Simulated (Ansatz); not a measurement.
`C[Si]F` + H–F → `F[Si]F` + CH₄ at 298.15 K and 1 bar (ligand exchange at the Si–C bond).

Calculated with Ansatz (gas phase, PBE0-D4/def2-TZVP geometries, no zero-point term in ΔE). CBS: def2 TZ/QZ extrapolation, frozen cores.

```
 species  CCSD(T)/CBS energy (Eh)  H − E (kJ/mol)  S (J/(mol·K))
`C[Si]F`               -428.74117           112.9          286.7
     H–F               -100.39431            33.5          173.6
`F[Si]F`               -488.75390            23.6          256.9
     CH₄                -40.45885           127.4          186.2
```

H − E and S are ideal-gas, rigid-rotor, harmonic terms from PBE0-D4/def2-TZVP. 1 Eh = 2625.50 kJ/mol, R = 8.31446 J/(mol·K).

Problem. By hand: ΔE, ΔH, ΔS and ΔG.

Solution. ΔE = (-488.75390) + (-40.45885) − (-428.74117) − (-100.39431) = -0.07727 Eh = -202.9 kJ/mol. Δ(H − E) = 23.6 + 127.4 − 112.9 − 33.5 = 4.6, so ΔH = -198.3 kJ/mol. ΔS = 256.9 + 186.2 − 286.7 − 173.6 = -17.2 J/(mol·K). ΔG = -198.3 − 298.15 × (-17.2)/1000 = -193.2 kJ/mol.

Problem. By hand: the equilibrium constant, and the temperature at which ΔG would vanish if ΔH and ΔS stayed fixed.

Solution. log₁₀ K = −ΔG/(RT ln 10) = 33.8. ΔG = 0 at ΔH/ΔS = 11529 K, far beyond where these terms or the molecules hold.

ΔH outweighs TΔS. A doubt of 5 kJ/mol in ΔE shifts log₁₀ K by 0.9 here. These are equilibria of isolated gas molecules and say nothing of rates. Largest T1 diagnostic: 0.015 (customary marks: 0.02 for closed shells, 0.045 for open ones).
